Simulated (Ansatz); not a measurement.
How far each method lies from UCCSDT(Q) for [OH···H···Br], doublet

Geometry: a point of a hydrogen-transfer path between rigid fragments, not a stationary point.

```xyz
4

O    -1.1089   -0.2316    0.0000
H    -1.3582    0.6949    0.0000
H     0.4211   -0.2316    0.0000
Br    2.0461   -0.2316    0.0000
```

Basis cc-pVDZ; Ansatz 0.2.0. Correlated methods freeze the noble-gas cores and the filled d shells of p-block atoms, which leaves 15 electrons in 36 orbitals. R marks a restricted (for open shells ROHF) determinant, U an unrestricted one. Active spaces: pair = (3e, 3o) about the gap; valence = (15e, 10o) chosen from the atoms' valence shells. No spin–orbit coupling is included, and no scalar relativity.

Full CI isn't at hand for all of this; UCCSDT(Q) serves as the reference, and is uncertain by about the last step of the cluster series. The frozen core follows each run's orbitals, which can shift R against U totals by a few meV for light atoms and by up to 0.1 eV past Ca.

- UHF ⟨S²⟩: 0.756
- T1 diagnostic (RCCSD): 0.0126
- largest doubles amplitude (RCCSD): 0.061
- T1 diagnostic (UCCSD): 0.0100

```tsv
level	E − E(UCCSDT(Q)) (kcal/mol)	share of correlation (%)	wall time
UHF	198.66	1.30	–
UMP2	21.29	89.42	–
UCCSD	3.81	98.11	–
UCCSD(T)	0.71	99.65	15 s
UCCSDT	0.36	99.82	–
```

The correlation energy at UCCSDT(Q), counted from RHF, is -8.728 eV. That run took 47 s on 1 thread of Arm Neoverse V2, shared host.

Run but not shown, since their state or frozen core can't be matched to the reference's or they repeat it: RHF, RMP2, CISD, RCCSD, RCCSD(T), BCCD(T), RCCSDT, RCCSDT(Q), CASSCF (pair space), NEVPT2 (pair space), CASSCF (valence space), NEVPT2 (valence space), MRCISD (valence space), MRCISD+Q (valence space).

Times hold each run's SCF and search for its determinant on a shared host, so for small cases they say little of a method's own cost; they ran on 1 thread of Arm Neoverse V2.

Natural occupations of CASSCF (valence space) about the gap: 1.999 1.999 1.982 1.976 1.000 0.025 0.018; effectively unpaired electrons, Σ n²(2−n)², 1.01.
